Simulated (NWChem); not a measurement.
CH3, doublet; SMILES [CH3]

Computed with NWChem. Spin-unrestricted. In the optimisation the excess spin sits in a2" (D3h, its own frame). Geometry: optimised at PBE0/def2-SVP, spin-unrestricted. No stability test was run on the SCF state.

Question: Predict the results for PBE/3-21G. Quantities: highest occupied level (eV); lowest empty minus highest occupied level, either spin (eV).

Answer: 
| Quantity | Result |
|---|---|
| highest occupied level (eV) | -4.90 |
| lowest empty minus highest occupied level, either spin (eV) | 2.73 |
